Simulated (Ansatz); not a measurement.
Geometry optimisation, RKS PBE0/def2-SVP (Ansatz).

The input (input.yaml):

```yaml
crystal:
  periodic: [false, false, false]
  atoms:
    - { symbol: "N", position_ang: [-0.65688, 0.29479, -0.68514] }
    - { symbol: Al, position_ang: [0.54171, -0.23013, 0.57948] }
    - { symbol: S, position_ang: [1.38812, 0.83124, 2.17637] }
    - { symbol: H, position_ang: [-1.07576, 1.21225, -0.77788] }
    - { symbol: H, position_ang: [-1.02036, -0.29181, -1.42788] }
    - { symbol: H, position_ang: [0.80053, -1.74465, 0.18626] }
total_charge: -1
basis:
  gaussian: { orbitals: def2-SVP }
hamiltonian:
  xc: pbe0
relax:
  f_tol: 0.015
  max_steps: 40
```

Run as:

```bash
$ ansatz run input.yaml --threads 1 --pin off --max-ram 2048MiB --backend cpu --events-out ev --progress --plain --runs-dir out
```

**Question.** Where does it end, and by what steps?

**Answer.** It converged. Limits of this set-up: an anion without diffuse functions. After 6 steps the energy has fallen by 0.028 eV; S3 moved furthest, 0.08 Å.

```
step  energy less start (eV)  largest force component (eV/Å)  accepted
   0                  0.0000                           0.584       yes
   1                 -0.0253                           0.176       yes
   2                 -0.0273                           0.091       yes
   3                 -0.0270                           0.202        no
   4                 -0.0280                           0.027       yes
   5                 -0.0282                           0.041       yes
   6                 -0.0283                           0.014       yes
```

```xyz
6
Properties=species:S:1:pos:R:3
N -0.657 0.302 -0.681
Al 0.539 -0.254 0.570
S 1.337 0.877 2.129
H -1.046 1.238 -0.727
H -1.026 -0.273 -1.430
H 0.831 -1.817 0.190
```

Whether the end is a true minimum wasn't checked by a vibrational analysis.

Time of the run: 31 s on 1 thread of Intel(R) Xeon(R) Processor @ 2.50GHz (Skylake/Cascade Lake), on a shared host, peak memory 0.14 GiB.
